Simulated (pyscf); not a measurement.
Substitution at C: `[CH3][Au]` + `[H]` [doublet] -> `[CH4]` + `[Au]` [doublet]

Gas phase, doublet surface, charge 0. Bonds broken: C1–Au2. Bonds formed: C1–H6. Structures and frequencies: ωB97X-D3(BJ)/def2-SVP in PySCF. MP2 and CC: frozen core, UHF for open shells. ΔMP2 is the change of the MP2 total energy from the triple- to the quadruple-zeta basis.

Transition state (Å):

```xyz
6

C      0.1193     0.9398     0.6447
Au     0.4753     2.9621     0.2587
H      0.1671     0.8991     1.7399
H     -0.8759     0.7903     0.2079
H      0.9472     0.4519     0.1157
H     -0.1864    -0.7976     0.9762
```

One imaginary mode, 1127i cm⁻¹; descent along it reached the two sides named.

| bond | change | reactant side (Å) | saddle | product side |
|---|---|---|---|---|
| C1–Au2 | breaks | 2.017 | 2.089 | 3.4 |
| C1–H6 | forms | 3.7 | 1.795 | 1.100 |

Electronic energies relative to the separated reactants (eV):

```json
[
 {"level": "ωB97X-D3(BJ)/def2-TZVP", "barrier": "0.28", "reaction energy": "-2.31", "reverse barrier": "2.59"},
 {"level": "PBE/def2-TZVP", "barrier": "0.03", "reaction energy": "-1.96", "reverse barrier": "2.00"},
 {"level": "r²SCAN/def2-TZVP", "barrier": "-0.01", "reaction energy": "-2.01", "reverse barrier": "2.00"},
 {"level": "B3LYP-D3(BJ)/def2-TZVP", "barrier": "0.03", "reaction energy": "-2.33", "reverse barrier": "2.36"},
 {"level": "PBE0-D3(BJ)/def2-TZVP", "barrier": "0.11", "reaction energy": "-2.19", "reverse barrier": "2.30"},
 {"level": "M06-2X/def2-TZVP", "barrier": "0.19", "reaction energy": "-2.59", "reverse barrier": "2.78"},
 {"level": "ωB97M-D3(BJ)/def2-TZVP", "barrier": "0.25", "reaction energy": "-2.45", "reverse barrier": "2.70"},
 {"level": "HF/def2-TZVP", "barrier": "0.50", "reaction energy": "-2.89", "reverse barrier": "3.39"},
 {"level": "MP2/def2-QZVPP", "barrier": "0.45", "reaction energy": "-1.70", "reverse barrier": "2.15"},
 {"level": "CCSD/def2-TZVPP", "barrier": "0.27", "reaction energy": "-2.31", "reverse barrier": "2.58"},
 {"level": "CCSD(T)/def2-TZVPP", "barrier": "0.24", "reaction energy": "-2.12", "reverse barrier": "2.36"},
 {"level": "CCSD(T)/def2-TZVPP + ΔMP2(QZVPP)", "barrier": "0.23", "reaction energy": "-2.05", "reverse barrier": "2.28"}
]
```

With CCSD(T)/def2-TZVPP + ΔMP2(QZVPP) energies and thermal terms (ideal gas, 1 atm, RRHO with modes under 100 cm⁻¹ raised to 100, one conformer, R ln 2 for chiral ones without a mode under 150 cm⁻¹), in eV:

```
T (K)   ΔH‡   ΔG‡     ΔH     ΔG
-----  ----  ----  -----  -----
298    0.23  0.52  -1.81  -1.79
600    0.21  0.83  -1.85  -1.76
900    0.20  1.14  -1.89  -1.70
1200   0.18  1.46  -1.91  -1.64
```

At r²SCAN this geometry lies under the reactants; that is no barrier but a single point on another level's saddle; such a level's own saddle, if it has one, lies nearer that side and is low. The reactants may also form a dative adduct at H₃C–Au; it and routes through it were not searched. One saddle was located; it need not be the lowest between these sides. The angle at the attacked C is 180°. The CCSD(T) − MP2 part came from Ansatz, without density fitting, on the same reference. A UHF reference is spin-contaminated (<S²> up to 0.92), which harms MP2 most. The frozen core leaves the outer d or s,p core shells of the metals and heavy elements correlated in the MP2 and CC values, and def2-TZVPP describes them poorly, which can shift differences by a few kcal/mol. Open-shell species with a d-block atom are single-reference here; other states, and whether the spin sits on metal or ligand, were not checked. Elements past Kr carry the def2 core potentials, without spin-orbit coupling.
